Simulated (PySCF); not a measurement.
## Computed properties of CH5N, SMILES CN

methylamine (CH5N), SMILES CN. Geometry optimised at PBE0-D3(BJ)/def2-TZVP. One conformer was computed; it need not be the lowest. All values are computed for the isolated molecule unless a solvent is named; none is compared with measurement here.

**Structure.** The optimised structure has Cs symmetry. All 15 harmonic modes at PBE0-D3(BJ)/def2-TZVP (PySCF) are real, so it is a minimum.

**Vibrations.** The strongest infrared lines (harmonic, unscaled, degenerate partners summed) lie at 833 cm⁻¹ (167 km/mol, H 82 %, N 17 %), 2986 cm⁻¹ (90 km/mol, H 95 %), 306 cm⁻¹ (38 km/mol, H 98 %). The softest mode is at 306 cm⁻¹ and the zero-point energy is 40.3 kcal/mol.

**Electronic structure.** ωB97X/def2-TZVPD (PySCF) places the frontier levels at -9.37 and 2.17 eV, a gap of 11.54 eV, and gives a dipole moment of 1.34 D and a mean polarisability of 25.4 bohr³. PBE/def2-TZVPD (PySCF) at the same geometry gives -5.38 and -0.24 eV, so its gap is 6.40 eV narrower. An orbital gap is neither the optical nor the fundamental gap.

**Excitations.** TDA-CAM-B3LYP/def2-TZVPD (PySCF) has S1 at 5.88 eV (211 nm, f = 0.013, weak); the most intense of the 10 singlets computed lies at 8.19 eV (f = 0.08). T1 (TDA) is at 5.61 eV, 0.27 eV under S1. TDA-PBE/def2-TZVPD (PySCF) puts S1 at 5.18 eV. No vertical singlet excitation falls in the visible range (under 3.1 eV).

**NMR.** GIAO shifts at PBE0/pcSseg-2 (PySCF) (non-relativistic, atoms alike by connectivity averaged): ¹³C at 32.7 ppm against TMS; ¹H from 0.2 to 2.6 ppm against TMS.

**Solvation.** SMD-M06-2X/def2-SVP (PySCF) gives -3.2 kcal/mol in water, -1.4 kcal/mol in toluene, -3.5 kcal/mol in 2-propanol (1 M in both phases, gas-phase geometry); of these solvents 2-propanol holds the molecule best.
